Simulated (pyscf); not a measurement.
Single points on ωB97X-D3(BJ)/def2-SVP structures (PySCF, gas phase). Correlated levels are frozen-core, on RHF or UHF. ΔMP2 is the change of the MP2 total energy from the triple- to the quadruple-zeta basis.

**Question.** Estimate by transition-state theory (the high-pressure limit) the rate constant of `[O]=[SiH][Cl]` → `[O]=[Si]` [singlet] + `[ClH]` (singlet surface; Cl–Si, H–Si broken, Cl–H formed) at 600 K, with CCSD(T)/def2-TZVPP + ΔMP2(QZVPP) energies (ideal gas, 1 atm, RRHO with modes under 100 cm⁻¹ raised to 100, one conformer, R ln 2 for rigid chiral ones; no tunnelling).

**Answer.** The electronic barrier is 62.5 kcal/mol and the thermal terms add -3.6, so ΔG‡ = 59.0 kcal/mol. With k_BT/h = 1.25e+13 s⁻¹ and RT = 1.192 kcal/mol, k = 4.2e-09 s⁻¹; so small a molecule is far into fall-off at 1 atm, where the true rate is lower. Wigner's tunnelling factor for 1426i cm⁻¹ would be 1.49, likely too low at so high a frequency. A shift of 1 kcal/mol in the barrier changes k by a factor 2.3. O=SiH–Cl lies 15.5 kcal/mol over its isomer HO–Si:–Cl [singlet], and others may lie lower still (electronic energy, ωB97M-D3(BJ)). One saddle was located; it need not be the lowest between these sides. The CCSD(T) − MP2 part came from Ansatz, without density fitting, on the same reference.
